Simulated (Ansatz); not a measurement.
Molecule: C2H5O, net charge -1, singlet state. It need not be the lowest isomer of its formula. Whether it binds its extra electron was not tested at this geometry. 
Coordinates optimised at B3LYP-D3(BJ)/def2-TZVP (Ansatz, an electronic-structure program):
```
C
H 1 1.0971
H 1 1.0971 2 110.10
C 1 1.4208 2 113.94 3 -129.44
H 4 1.0921 1 116.65 2 174.64
H 4 1.0921 5 113.23 1 -139.59
O 1 1.6601 2 100.00 3 104.61
H 7 0.9711 1 104.55 2 -56.34
```
Charge -1, spin multiplicity 1.

### Question
Give the harmonic wavenumbers at B3LYP-D3(BJ)/def2-TZVP (Ansatz, finite differences of forces, unscaled).

### Answer
131, 187, 453, 482, 605, 791, 972, 1132, 1206, 1258, 1264, 1449, 1486, 2945, 2981, 3026, 3077, 3642 cm⁻¹. Zero-point energy 38.7 kcal/mol.

### Question
From these and the geometry, give the ideal-gas thermochemistry at 298.15 K and 1 atm (rigid rotor, harmonic oscillator).

### Answer
Point group Cs, rotational symmetry number 1. Rotational constants 39.25, 8.332, 7.552 GHz. S(trans) 37.34, S(rot) 22.39, S(vib) 7.63, S(elec, spin only) 0.00, S 67.4 cal/(mol K). H(298) - H(0) 3.70 kcal/mol; G - E(el) 22.3 kcal/mol.
